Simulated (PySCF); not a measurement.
# Which functional comes closest?

Molecule: `N#C`, CHN.

Mapped SMILES: `[CH:1]#[N:2]`. Hydrogens are named by the atom that carries them.

Geometry PBE0-D3(BJ)/def2-SVP throughout; GIAO in PySCF, gas phase, one conformer, non-relativistic; equivalent atoms averaged; basis pcSseg-2.

Reference values (measured; gas or nonpolar solvent (not told per row); T. W. Keal, PhD thesis, Durham 2005): δ(H(C1)) = 2.83 ppm vs CH4, δ(N2) = -41.3 ppm vs N2. Computed shifts are taken against CH4, N2, calculated as an isolated molecule at each level.

**Question.** How do the functionals HF, LDA, PBE, BLYP, BP86, OPBE, KT2, KT3, B97-D, B3LYP, PBE0, mPW1PW91, WP04, B97-2, BHandHLYP, CAM-B3LYP, wB97X-D, LC-wPBE perform against the reference? Times are CPU seconds on shared hosts with different chips, so compare them loosely; the GGAs took longer than the global hybrids here, which isn't the general rule, and the cause wasn't traced.

**Answer.** 
```csv
functional,kind,H(C1),N2,abs. error H,abs. error N,core-s
HF,Hartree–Fock,2.51,-60.9,0.32,19.6,0.76
LDA,LDA,2.40,-34.8,0.43,6.5,2
PBE,GGA,2.44,-39.3,0.39,2.0,2.5
BLYP,GGA,2.39,-38.6,0.44,2.7,2.5
BP86,GGA,2.45,-39.5,0.38,1.8,2.6
OPBE,GGA,2.53,-43.8,0.30,2.5,2.6
KT2,GGA,2.77,-40.8,0.06,0.5,2.6
KT3,GGA,2.70,-44.1,0.13,2.8,2.6
B97-D,GGA,2.44,-42.7,0.39,1.4,2.6
B3LYP,global hybrid,2.38,-42.6,0.45,1.3,2
PBE0,global hybrid,2.43,-44.5,0.40,3.2,1.9
mPW1PW91,global hybrid,2.41,-44.8,0.42,3.5,2
WP04,global hybrid,2.29,-53.6,0.54,12.3,1.1
B97-2,global hybrid,2.42,-46.2,0.41,4.9,1
BHandHLYP,global hybrid,2.41,-49.3,0.42,8.0,1.1
CAM-B3LYP,range-separated hybrid,2.37,-42.5,0.46,1.2,1.3
wB97X-D,range-separated hybrid,2.37,-44.6,0.46,3.3,1.3
LC-wPBE,range-separated hybrid,2.31,-43.5,0.52,2.2,1.8
```

For $^{1}$H the closest is KT2 (0.06 ppm) and the furthest WP04 (0.54 ppm).

For $^{15}$N the closest is KT2 (0.5 ppm) and the furthest HF (19.6 ppm). One molecule is a small sample, and vibrational effects are absent from the calculation.
